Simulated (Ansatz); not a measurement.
Program: Ansatz. Geometries: PBE0-D4/def2-TZVP. ΔE: electronic, gas phase. CCSD(T)/CBS adds triple-zeta CCSD(T) − MP2 to the extrapolated MP2 energy (def2 sets, frozen cores). This one scheme is used for every species. No spin–orbit coupling; open shells (•) take unrestricted orbitals. One conformer a species, not always the lowest.

`FC(F)(F)S` + `[SiH3]`• → `FC(F)(F)[S]`• + SiH₄  (hydrogen abstraction from the S–H bond)

```json
{"species": "`FC(F)(F)S`", "MP2/CBS(def2) energy (Eh)": "-735.73658"}
{"species": "`[SiH3]`•", "MP2/CBS(def2) energy (Eh)": "-290.77831"}
{"species": "`FC(F)(F)[S]`•", "MP2/CBS(def2) energy (Eh)": "-735.08334"}
{"species": "SiH₄", "MP2/CBS(def2) energy (Eh)": "-291.42938"}
```

Task: Work out ΔE.

Result: ΔE = (-735.08334) + (-291.42938) − (-735.73658) − (-290.77831) = 0.00217 Eh = +5.7 kJ/mol. CCSD(T)/CBS gives -3.0 kJ/mol.

Largest T1 diagnostic among the species: 0.015.

Leaving LDA and LC-ωPBE aside and taking each functional with its dispersion term where it has one, the values, not all of them listed here, spread over 22.1 kJ/mol, from BHLYP-D4 to PBE-D4. LDA lies +13.0 kJ/mol from PBE without D4. At CCSD(T), def2-SVP lies −6.1 kJ/mol from the extrapolated value and def2-TZVPP −2.7 kJ/mol.
